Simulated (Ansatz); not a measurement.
Consider the substitution at a C–C bond: `ClCC(Cl)CCl` + HCl → `ClCC(Cl)Cl` + `CCl`.

Calculated with Ansatz (gas phase, PBE0-D4/def2-TZVP geometries, no zero-point term in ΔE). CBS: MP2 limit from def2 TZ/QZ plus the TZ coupled-cluster correction, frozen cores. This one scheme is used for every species. Functionals use def2-TZVPP. B3LYP here is the variant with VWN-RPA as its local correlation; programs differ in this. HSE06 is defined as in plane-wave codes. One conformer a species, not always the lowest.

**Question.** Is it downhill or uphill in electronic energy at CCSD(T)/CBS, and by how much? (Best estimate.)

**Answer.** Ansatz gave: Uphill: ΔE = +42.7 kJ/mol.

**Question.** What do these levels give: LDA (SPW92), PBE0-D4, B3LYP-D4, r2SCANh-D4, HSE06-D4, B2PLYP, r2SCAN0, HSE06, LC-ωPBE, SCS-MP2/def2-QZVPP, HF/CBS(def2), MP2/CBS(def2)? (Estimate.)

**Answer.** Computed: LDA (SPW92) 43.1, PBE0-D4 39.1, B3LYP-D4 36.6, r2SCANh-D4 38.9, HSE06-D4 38.7, B2PLYP 36.3, r2SCAN0 39.0, HSE06 35.2, LC-ωPBE 39.3, SCS-MP2/def2-QZVPP 40.8, HF/CBS(def2) 36.5, MP2/CBS(def2) 42.9 kJ/mol.

Largest T1 diagnostic among the species: 0.009.

In def2-TZVPP, CCSD(T) changes the Hartree–Fock value by +8.9 kJ/mol (the triples alone add −0.1 kJ/mol) and MP2 by +9.1 kJ/mol. Leaving LDA and LC-ωPBE aside and taking each functional with its dispersion term where it has one, the values, not all of them listed here, spread over 9.8 kJ/mol, from BLYP-D4 to PBE-QIDH. LDA lies +12.9 kJ/mol from PBE without D4.
